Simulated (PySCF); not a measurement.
# Basis-set dependence of SF at CCSD(T)

PySCF, UHF reference; doublet, unpaired electrons π ↑; De to S + F without counterpoise correction. Frozen cores follow the default of each basis and core potential.

```tsv
basis	relativity	functions	Re (Å)	ωe (cm⁻¹)	De (eV)	frozen orbitals
def2-SVP	no relativity	32	1.636	822	2.89	6
def2-SVPD	no relativity	50	1.652	795	3.10	6
aug-cc-pV(D+d)Z/aug-cc-pVDZ	no relativity	55	1.650	802	3.18	6
x2c-TZVPPall	spin-free X2C	73	1.606	836	3.37	6
def2-TZVPPD	no relativity	91	1.607	833	3.43	6
```

(1) How does each smaller set differ from the one with most functions, def2-TZVPPD?

Correlated steps freeze 6 core orbitals. Correlated levels converge slowly with the basis: in double zeta they bind strong bonds too weakly, by up to about 1 eV, and carry superposition errors of some tenths. The state is the lowest determinant that a PBE0 search found; another state may lie lower at other levels.

Results:

(1) def2-SVP: +2.9 pm, -1.3 % in ωe, -0.54 eV in De; def2-SVPD: +4.5 pm, -4.6 % in ωe, -0.33 eV in De; aug-cc-pV(D+d)Z/aug-cc-pVDZ: +4.3 pm, -3.7 % in ωe, -0.25 eV in De; x2c-TZVPPall: -0.1 pm, +0.4 % in ωe, -0.06 eV in De. All at CCSD(T); the set with most functions is neither the basis-set limit nor always the best. The rows treat relativity differently, so the differences are not basis effects alone.
